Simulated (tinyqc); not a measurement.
Geometry optimisation on the LDA (VWN5)/sto-6g surface (energies and gradients from PySCF), for HF, spin multiplicity 1, step by step. One step of it, computed by the program tinyqc.

Problem. Step 1: move. Quasi-Newton step p = -H^(-1) g (first H = 0.3 times the unit matrix); steps longer than 0.3 bohr are cut back (factor 0.210 here).

positions at the start (bohr), order 1F, 2H:
$$\begin{pmatrix}
0.000000 & 0.000000 & 0.000000 \\
0.000000 & 0.000000 & 1.557134
\end{pmatrix}$$

gradient (hartree/bohr), order 1F, 2H:
$$\begin{pmatrix}
0.00000000 & 0.00000000 & 0.30236747 \\
0.00000000 & 0.00000000 & -0.30236782
\end{pmatrix}$$

Give: positions after step 1.

Solution.

positions after step 1 (bohr), order 1F, 2H:
$$\begin{pmatrix}
0.0000 & 0.0000 & -0.2121 \\
0.0000 & 0.0000 & 1.7693
\end{pmatrix}$$
